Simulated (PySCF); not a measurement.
Dipole moment and polarisability of thioacrolein

Species: thioacrolein, C3H4S.
Geometry (GFN2-xTB, Å), atoms numbered from 1 in this order:
```
atom  x, y, z in Å
C1    -1.2572    0.1843   -0.0821
C2    -0.0996   -0.4477    0.1288
C3     1.1715    0.1863   -0.0345
S4     2.5927   -0.5667    0.2148
H5    -2.2060   -0.3080    0.0442
H6    -1.2845    1.2172   -0.3898
H7    -0.0790   -1.4840    0.4378
H8     1.1713    1.2280   -0.3438
```

Level: PBE0/def2-SVPD (PySCF), static field, nuclei fixed, core orbitals frozen in the response. The polarisability tensor in these axes (au):

```
x   101.69 -11.84   4.71
y   -11.84  52.19  -4.02
z     4.71  -4.02  40.70
```

Task: What are the eigenvalues, a third of the trace, and Δα (Δα² = ½Σ(αi − αj)² over the three pairs)?

Result: Principal values 39.42, 50.31 and 104.85 au; mean 64.86 au = 9.61 Å³ = 10.69 × 10⁻⁴⁰ C²·m²/J; Δα = 60.72 au (94 % of the mean).

Task: What is the dipole moment, and where does it point?

Result: (-2.95, 0.90, -0.33) D, 3.10 D in size, pointing from the negative to the positive side. Measured along this direction, the outermost atoms are S4 at the negative end and H5 at the positive end.

Task: What molar refraction does this α imply?

Result: Lorentz–Lorenz: R = (4π/3)N_A α = 2.5225 cm³/(mol·Å³) × 9.61 Å³ = 24.2 cm³/mol, in the limit of long wavelengths.

Task: Rayleigh depolarisation ratio (linearly polarised light, static tensor)?

Result: ρ = 3Δα²/(45ᾱ² + 4Δα²) = 11060.7/(189301 + 14747.7) = 0.0542.

Task: Traceless (Buckingham) quadrupole moment about the centre of nuclear charge: eigenvalues?

Result: -2.71, 0.61, 2.10 D·Å. The values depend on the origin, since the dipole doesn't vanish. The electronic extent ⟨r²⟩ about the same centre is 450 bohr², a root-mean-square distance of 1.82 Å for the 38 electrons.

Task: Find the Langevin capture rate constant for NO+ (29.998 u) meeting this molecule (72.003 u), k = 2.342 × 10⁻⁹ cm³/s × √(α in Å³ / reduced mass in u).

Result: The reduced mass is 21.18 u, so k = 1.58 × 10⁻⁹ cm³/s. The formula leaves out the permanent dipole, which adds to the capture rate.

Task: Refractivity n − 1 of an ideal gas of it at 298.15 K and 1 atm, from the electronic α?

Result: N = p/kT = 2.4615 × 10¹⁹ cm⁻³, so n − 1 = 2π × N × 9.61 × 10⁻²⁴ cm³ = 1486 × 10⁻⁶ at long wavelengths, for an ideal gas.

Geometry: GFN2-xTB, one conformer, isolated molecule.

These values come from a run that also computed excited states. Time: 5.3 s of wall time. Hardware: one thread of an Arm Neoverse V2 (shared host).
